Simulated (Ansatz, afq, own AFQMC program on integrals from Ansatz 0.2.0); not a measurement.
Integrals from Ansatz 0.2.0, then the random walk in our own AFQMC program (afq).

```yaml
crystal:
  periodic: [false, false, false]
  atoms:
    - {symbol: Ge, position_ang: [0.000000, 0.000000, 1.689721]}
    - {symbol: B, position_ang: [0.000000, 0.000000, -0.250601]}
    - {symbol: H, position_ang: [0.000000, 0.000000, -1.439120]}
basis:
  gaussian: {orbitals: cc-pVDZ}
magnetization: {spin_polarized: false, initial_magnetization: 2}
correlation: {method: ccsd_t, electrons: outside_noble_gas, hamiltonian_folder: ham}
```

```sh
$ ansatz run in.yaml --threads 1 --pin off --events-out ev --progress --plain --max-ram 1382MiB
```

Options of the walk:

```
--method phaseless --trial cisd --walkers 80 --populations 1 --least-time 40 --time-step 0.05 --steps-per-block 25 --equilibration-blocks 20 --max-blocks 80 --target-error 0.00068 --factor-cut 1e-06 --start determinant --seed 1305 --taylor-order 2
```

Times are imaginary, in 1/Eh. The walk had a cap of 90 s. Filled inner d shells are frozen with the cores.

```
orbitals 31  electrons 5 3  factors 271 of 506
reference energy -2100.51510789 Eh
CCSD correlation -0.15675007 Eh in 10 cycles, weight of the determinant in the CISD state 0.8884
energy of the start -2100.671858 Eh
 block  time / (1/Eh)  mean weight  energy / Eh
     1     1.250  1.0192  -2100.675483
     2     2.500  1.0013  -2100.682213
     3     3.750  1.0155  -2100.680259
     4     5.000  1.0015  -2100.678765
     5     6.250  0.9954  -2100.676753
     8    10.000  1.0103  -2100.676105
    11    13.750  0.9937  -2100.680823
    14    17.500  0.9847  -2100.680253
    17    21.250  1.0052  -2100.679936
    20    25.000  1.0146  -2100.681096
    23    28.750  1.0130  -2100.682274
    26    32.500  0.9873  -2100.674321
    29    36.250  0.9967  -2100.681303
    32    40.000  1.0021  -2100.678267
    35    43.750  0.9944  -2100.679026
    38    47.500  1.0010  -2100.677907
    41    51.250  0.9906  -2100.675616
    44    55.000  1.0125  -2100.675507
    46    57.500  0.9887  -2100.686543
    47    58.750  0.9870  -2100.679094
    50    62.500  0.9903  -2100.680284
    53    66.250  1.0069  -2100.677456
    56    70.000  0.9904  -2100.676235
    59    73.750  1.0083  -2100.675935
    60    75.000  0.9797  -2100.678057
blocks merged  error / Eh  count
     1  0.000407  40
     2  0.000356  20
     4  0.000397  10
energy -2100.678658 +/- 0.000407 Eh
(rows thinned)
```

The run failed at least one of its tests; the cautions name the faults.

Against this walk (error 11.1 meV) on the same determinant: CCSD(T) 29.0 meV higher, CCSDT(Q) 15.8 meV lower (within the noise). The error is statistical and leaves out the bias of the constraint.

A setting was made bad on purpose (series of the exponential too short), so the walk's energy isn't to be trusted. Here it did no visible harm: the energy meets the surest value within the noise.

Cautions: constraint bias not in the error; error not settled; no relativity below Rb; no spin-orbit coupling; inner d shell frozen; lower spins were not checked; the time-step error isn't removed.

CCSDT and higher add their correlation energy to the determinant of the CCSD(T) run, since their own runs factorise the integrals more tightly (a shift of under 2 meV). A walk keeps the symmetry of its determinant, which the program's search chose and which needn't be the lowest solution, so a lower state of the same spin and another symmetry isn't excluded.
